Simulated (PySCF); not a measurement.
A spin–spin coupling run with PySCF 2.14 (density fitting, non-relativistic, gas phase) on `COC[CH-]C#N`, [C₄H₆NO]-:

```
{"job": {"kind": "j", "xc": "B3LYP", "basis": "pcJ-1"}, "charge": -1, "multiplicity": 1}
C     -2.064420    -0.281977     0.073148
O     -0.929420     0.408171     0.464952
C      0.235786     0.000130    -0.239627
C      1.440801     0.802600     0.140053
C      1.408526     1.801893     1.053863
N      1.462237     2.740646     1.757188
H     -1.975908    -1.365956     0.267952
H     -2.905196     0.114643     0.644932
H     -2.269456    -0.154352    -1.004557
H      0.392266    -1.096312    -0.063856
H      0.001050     0.080296    -1.338277
H      2.379603     0.254531     0.048706
```

Hardware: 1 thread of an Arm Neoverse V2, shared host. The job also computes field gradients.

(1) How large is the calculation?

(2) How long does it take?

(3) And these other runs on the same molecule and hardware: GIAO shielding at PBE0/pcSseg-1?

## Answers

(1) 46 electrons, 222 basis functions and 785 auxiliary functions.

(2) 33 s of wall time, with 14 SCF cycles. Times on a shared host scatter by some tens of per cent.

(3) PBE0/pcSseg-1: 132 functions, 14 s.
